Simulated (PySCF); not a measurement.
SMILES [CH3] (CH3), doublet (PBE0/def2-SVP optimised geometry):

```
4

C     -0.273     0.000     0.000
H     -0.818     0.944     0.000
H      0.818     0.000     0.000
H     -0.818    -0.944     0.002
```

Computed with PySCF with unrestricted PBE0/def2-TZVP.

**Question.** What are the frontier orbital energies (α orbitals alone; a β orbital can be the lowest empty one) and the dipole moment?

**Answer.** HOMO-2 -11.75 eV, HOMO-1 -11.75 eV, HOMO -6.81 eV, LUMO 1.90 eV, LUMO+1 3.62 eV; dipole moment 0.00 D.

Meta-Löwdin charges at PBE0/def2-TZVP: C1 -0.40, H2 0.13, H3 0.13, H4 0.13.
